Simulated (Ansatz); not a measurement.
A calculation with Ansatz (development build ahead of 0.2.0).

```yaml
crystal:
  periodic: [false, false, false]
  atoms:
    - { symbol: Si, position_ang: [0.0, 0.0, -1.12243] }
    - { symbol: P, position_ang: [0.0, 0.0, 1.12243] }
basis:
  gaussian: { orbitals: def2-SVP }
magnetization:
  spin_polarized: true
  initial_magnetization: 1
hamiltonian:
  xc: hf
correlation:
  method: mp2
  frozen_orbitals: { P: 5, Si: 5 }
```

The input is written out in the form of the current development build from the run's settings.

Results

```json
{
 "Converged": "yes",
 "Reference energy": "-629.39873 hartree",
 "Correlation energy": "-0.13772 hartree",
 "Total energy": "-629.53645 hartree",
 "Spin squared of the determinant": "1.402",
 "Stability test": "minimum",
 "Occupied orbitals by symmetry in an Abelian subgroup (alpha; beta)": "9 A1 3 B1 3 B2; 9 A1 2 B1 3 B2"
}
```

Messages of the program:
```
mean field -17126.81191368 eV, -629.3987288576 hartree, gradient 1.9e-6 eV, S^2 1.402418; 21 other ends of a descent, 0 dependent functions left out
```

Caution: the unrestricted determinant is spin contaminated; a plain start can end on a higher determinant.
